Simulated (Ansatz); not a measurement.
Results of PBE0-D4 (Ansatz, an electronic-structure program, PAW) for 1T (CdI2-type) SnSe2.

Run with plane-wave cutoff 520 eV, 6×6×4 k mesh (along the axes of the cell as run), finite displacements, scalar-relativistic PAW data made under PBE.

Computed at the level's own relaxed cell.

SnSe2 is modelled in the trigonal space group P-3m1 (No. 164), the CdI2 type structure, Pearson symbol hP3. Lattice parameters: a = 3.7892 Å, b = 3.7892 Å, c = 6.0711 Å, α = 90.00°, β = 90.00°, γ = 120.00°. Sn on 1a sees 6 Se at 2.688 Å (octahedral). Se on 2d has 3 Sn at 2.688 Å (trigonal pyramidal). (Neighbours: up to the widest gap in distance over summed covalent radii, below 1.35, at either atom; cation-cation and far metal-metal contacts left out.)

Harmonic phonon frequencies (cm⁻¹; i marks an imaginary mode; at Γ without the LO shift):

| q point | frequencies |
|---|---|
| Γ | 0 0 0 126 126 153 153 199 260 |
| M | 63 78 107 133 162 172 187 191 237 |
| A | 26 26 41 113 113 161 161 195 271 |

No imaginary mode appears at these points.

Note: the dispersion coefficients are held fixed in the derivatives.
